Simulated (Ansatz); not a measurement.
## Worked example: correlation energy of HCSi, quartet

Geometry: a point of a stretch scan, not a stationary point.

```xyz
3

Si    0.0000    0.0313    0.6187
C     0.0000   -0.1283   -1.2671
H     0.0000    0.6583   -2.1400
```

Basis 6-31G; Ansatz 0.2.0. Only valence electrons are correlated (noble-gas cores frozen), which leaves 9 electrons in 18 orbitals. R marks a restricted (for open shells ROHF) determinant, U an unrestricted one.

Full CI is exact within this basis and frozen core; it isn't the basis-set limit. The frozen core follows each run's orbitals, which can shift R against U totals by a few meV.

Runs differ by some tens of microhartree through their thresholds and, for an open shell, their frozen cores, so steps under 0.1 kcal/mol mean nothing.

| level | total energy (hartree) |
| --- | --- |
| UHF | -327.166483 |
| UMP2 | -327.244015 |
| UCCSD | -327.268920 |
| UCCSD(T) | -327.271096 |
| UCCSDT | -327.271856 |
| UCCSDT(Q) | -327.272050 |
| full CI | -327.272060 |

Task: What is the correlation energy at full CI, and what share of it do UMP2 and UCCSDT recover?

Result: E(corr) = -327.272060 − (-327.166483) = -0.105577 hartree = -2.873 eV. UMP2: -0.077532 / -0.105577 = 73.44 %. UCCSDT: -0.105373 / -0.105577 = 99.81 %.

Task: By how many kcal/mol does UCCSD(T) miss full CI (1 hartree = 627.509 kcal/mol), and which steps make up the rest?

Result: -327.271096 − (-327.272060) = 0.000964 hartree = 0.60 kcal/mol. Steps: UCCSDT − UCCSD(T) = -0.48, UCCSDT(Q) − UCCSDT = -0.12, full CI − UCCSDT(Q) = -0.01 kcal/mol. That is within 1 kcal/mol of the reference in this basis, which itself misses far more of the correlation at the basis-set limit.
